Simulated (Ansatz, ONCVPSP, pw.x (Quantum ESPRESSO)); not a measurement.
# What a changed setting does to a pw.x run (bcc Mo)

Potential: optimised norm-conserving Vanderbilt (ONCV), ONCVPSP 4.0.1.1 (patched build), LDA (Perdew-Wang 92); core [Ar] 3d10, reference 4s2 4p6 4d5 5s1; waves: 4s+5s: rc 1.90 bohr, ncon 3, nbas 6, qcut 7 1/bohr, 2 projectors; 4p: rc 1.45 bohr, ncon 5, nbas 10, qcut 8.2 1/bohr, 2 projectors, debl 1.8 Ha; 4d: rc 2.15 bohr, ncon 4, nbas 9, qcut 8.2 1/bohr, 2 projectors, debl 2.5 Ha; local part: polynomial inside 1.35 bohr (lpopt 4, dvloc0 6 Ha); core correction: Teter function, fcfact 5, rcfact 1.06.

The reference run (k-mesh 15³, cutoffs 80/320 Ry, Fermi–Dirac 0.01 Ry, mixing_beta 0.4, conv_thr 1e-9, no spin) gives 1.37 GPa at 15.067 Å³/atom, where all-electron LAPW gives 0.24 GPa. This run, with its own iteration cap, changes smearing to mv.

```
&control
  calculation='scf', prefix='x', pseudo_dir='./', outdir='./tmp', tstress=.true., disk_io='none'
/
&system
  ibrav=0, nat=1, ntyp=1, ecutwfc=80, ecutrho=320, nbnd=15,
  occupations='smearing', smearing='mv', degauss=0.01
/
&electrons
  conv_thr=1e-09, mixing_beta=0.4, electron_maxstep=60
/
ATOMIC_SPECIES
Mo 1.0 Mo.UPF
CELL_PARAMETERS angstrom
  -1.55592598 1.55592598 1.55592598
  1.55592598 -1.55592598 1.55592598
  1.55592598 1.55592598 -1.55592598
ATOMIC_POSITIONS crystal
Mo 0.0000 0.0000 0.0000
K_POINTS automatic
15 15 15 0 0 0
```

```bash
pw.x < Mo.scf.in > Mo.scf.out
```

Problem. How does the run end?

Solution. It converges in 9 iterations; the free energy moves by +21.5 meV/atom and the pressure by +0.05 GPa. This scheme is built to cancel the term in the square of the width that Fermi–Dirac smearing leaves in the F of a metal.

```
Message from routine setup:
     using ibrav=0 with symmetry is DISCOURAGED, use correct ibrav instead
     lattice parameter (alat)  =       5.0927  a.u.
     unit-cell volume          =     101.6772 (a.u.)^3
     number of electrons       =        14.00
     number of Kohn-Sham states=           15
     kinetic-energy cutoff     =      80.0000  Ry
     charge density cutoff     =     320.0000  Ry
     scf convergence threshold =      1.0E-09
     Exchange-correlation= SLA  PW   NOGX NOGC
     number of k points=   120  Marzari-Vanderbilt smearing, width (Ry)=  0.0100
     iteration #  1     ecut=    80.00 Ry     beta= 0.40
     total energy              =    -140.99452738 Ry
     estimated scf accuracy    <       0.11642845 Ry
     iteration #  2     ecut=    80.00 Ry     beta= 0.40
     total energy              =    -141.00020759 Ry
     estimated scf accuracy    <       0.01177498 Ry
     iteration #  3     ecut=    80.00 Ry     beta= 0.40
     total energy              =    -141.00154848 Ry
     estimated scf accuracy    <       0.00085994 Ry
     iteration #  4     ecut=    80.00 Ry     beta= 0.40
     total energy              =    -141.00159243 Ry
     estimated scf accuracy    <       0.00004722 Ry
     iteration #  5     ecut=    80.00 Ry     beta= 0.40
     total energy              =    -141.00160452 Ry
     estimated scf accuracy    <       0.00000129 Ry
     iteration #  6     ecut=    80.00 Ry     beta= 0.40
     total energy              =    -141.00160483 Ry
     estimated scf accuracy    <       0.00000039 Ry
     iteration #  7     ecut=    80.00 Ry     beta= 0.40
     total energy              =    -141.00160484 Ry
     estimated scf accuracy    <       0.00000005 Ry
     iteration #  8     ecut=    80.00 Ry     beta= 0.40
     total energy              =    -141.00160484 Ry
     estimated scf accuracy    <          1.4E-09 Ry
     iteration #  9     ecut=    80.00 Ry     beta= 0.40
     the Fermi energy is    21.9185 ev
!    total energy              =    -141.00160484 Ry
     estimated scf accuracy    <          1.8E-11 Ry
     smearing contrib. (-TS)   =      -0.00003322 Ry
     The total energy is F=E-TS. E is the sum of the following terms:
     one-electron contribution =     -16.79796410 Ry
     hartree contribution      =      17.42775646 Ry
     xc contribution           =     -20.33488568 Ry
     ewald contribution        =    -121.29647829 Ry
     convergence has been achieved in   9 iterations
          total   stress  (Ry/bohr**3)                   (kbar)     P=       14.19
     Message from routine punch:
     Nothing written, as per user request (disk_io='none')
```

The run took about 17 s on one core of a shared host (Intel(R) Xeon(R) 6975P-C, 192 threads, 756 GiB, load 109).
